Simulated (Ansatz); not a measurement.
# Scan of HSiMg, quartet

Starting geometry (PBE0/def2-TZVP stationary point for this spin, not checked as a minimum):

```yaml
atoms:
  - { symbol: Si, position_ang: [0.0000, 0.0000, 0.3275] }
  - { symbol: Mg, position_ang: [0.0000, 0.0000, -2.1517] }
  - { symbol: H, position_ang: [0.0000, 0.0000, 1.8241] }
```

From there all distances are scaled together; atoms are numbered as listed. Energies are in kcal/mol, counted from the starting geometry at the same level.

Basis 6-31G; Ansatz 0.2.0. Correlated methods freeze the noble-gas cores. R marks a restricted (for open shells ROHF) determinant, U an unrestricted one. The metal's outer-core shells are frozen, which leaves out core–valence correlation.

Unrestricted rows (U) aren't spin-pure: their determinants' ⟨S²⟩ exceeds S(S+1) by up to 0.21, so they mix in states of higher spin.

Full CI is exact within this basis and frozen core; it isn't the basis-set limit. The frozen core follows each run's orbitals, which can shift R against U totals by a few meV.

```csv
scale of all distances,UMP2
0.864,30.1
1.000,0.0
1.139,9.0
1.314,38.3
1.475,52.4
1.721,55.5
2.012,56.8
2.394,57.5
```

Q: Estimate the full CI curve in 6-31G from this one, knowing how UMP2 errs.

A: The computed full CI values, in kcal/mol from the starting point, and the error of UMP2 against them:
```
scale of all distances  full CI  UMP2 less full CI
                 0.864     31.7               -1.7
                 1.000      0.0                0.0
                 1.139      6.3                2.6
                 1.314     29.0                9.3
                 1.475     44.7                7.7
                 1.721     52.1                3.4
                 2.012     54.0                2.8
                 2.394     54.7                2.8
```

The error spans 10.9 kcal/mol and is largest, 9.3 kcal/mol, at 1.314.
